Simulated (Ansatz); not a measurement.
Relaxation of H5SSi2 (8 atoms, charge 0, multiplicity 2), to a largest force component of 0.015 eV/Å in at most 40 steps.

These are results of UKS revPBE/def2-SVP in Ansatz 0.2.0, not measurements.

```xyz
8
Properties=species:S:1:pos:R:3:forces:R:3
Si -1.205 0.907 -0.768 -0.79 1.16 0.03
S -0.268 -0.930 -1.036 0.06 -1.41 -1.00
Si 0.764 -0.823 0.801 1.54 0.46 0.47
H -2.134 1.142 -1.904 -0.41 -0.13 -0.26
H -0.235 2.024 -0.866 0.43 0.43 0.21
H 1.566 -2.063 1.002 0.07 -0.28 -0.09
H -0.154 -0.667 1.925 -0.53 0.10 0.62
H 1.758 0.353 0.791 -0.38 -0.34 0.03
```

Q: Where does it end, and by what steps?

A: The forces met the threshold. After 8 steps the energy has fallen by 0.220 eV; H4 moved furthest, 0.28 Å.

| step | energy less start (eV) | largest force component (eV/Å) | accepted |
| --- | --- | --- | --- |
| 0 | 0.0000 | 1.541 | yes |
| 1 | -0.1942 | 0.279 | yes |
| 2 | -0.2012 | 0.309 | yes |
| 3 | -0.2157 | 0.096 | yes |
| 4 | -0.2168 | 0.046 | yes |
| 5 | -0.2177 | 0.016 | yes |
| 6 | -0.2184 | 0.024 | yes |
| 7 | -0.2186 | 0.123 | yes |
| 8 | -0.2204 | 0.012 | yes |

```xyz
8
Properties=species:S:1:pos:R:3
Si -1.335 1.020 -0.883
S -0.397 -0.939 -0.916
Si 0.838 -0.843 0.878
H -2.095 1.122 -2.182
H -0.306 2.127 -0.794
H 1.589 -2.143 0.910
H -0.005 -0.710 2.117
H 1.804 0.309 0.815
```

Whether the end is a true minimum wasn't checked by a vibrational analysis.

Run time: 13 s on 2 threads of Intel(R) Xeon(R) Platinum 8488C (Sapphire Rapids), with other jobs on the host, peak memory 0.19 GiB.
